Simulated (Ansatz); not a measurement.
Born–Oppenheimer molecular dynamics of BClH$_{2}$O (5 atoms, charge 0, multiplicity 1). It starts from a relaxed structure.

The calculation used RKS PBE-D4/def2-SVP (Ansatz 0.2.0).

```
ensemble                      : NVE (velocity Verlet)
time step                     : 0.5 fs
steps asked                   : 166
starting velocities drawn for : 400 K
seed                          : 780427
```

First frame:

```xyz
5
Properties=species:S:1:pos:R:3
O -0.868 -0.628 -0.001
B 0.381 -0.135 0.137
Cl 0.786 1.511 -0.402
H -1.483 0.009 -0.414
H 1.234 -0.831 0.638
```

Task: How far do the bonds stretch over the last three quarters of this one trajectory? (Pairs bonded in most of those frames.)

Result: 
| bond | mean (Å) | spread (Å) | shortest | longest |
| --- | --- | --- | --- | --- |
| O1–B2 | 1.349 | 0.021 | 1.31 | 1.39 |
| O1–H4 | 0.978 | 0.004 | 0.97 | 0.98 |
| B2–Cl3 | 1.785 | 0.018 | 1.76 | 1.81 |
| B2–H5 | 1.215 | 0.034 | 1.16 | 1.26 |

Mean temperature of the second half: 192 K. The conserved energy stayed within 0.15 meV per atom of its start (net change 0.036 meV per atom), so the integration is sound. Over the second half the temperature averaged 0.48 of the 400 K drawn at the start: a run that starts near a minimum puts about half its kinetic energy into the potential. A run of 0.083 ps of so small a system gives no equilibrium averages.

Run time: 110 s on 1 thread of Arm Neoverse V1, with other jobs on the host, peak memory 0.078 GiB.
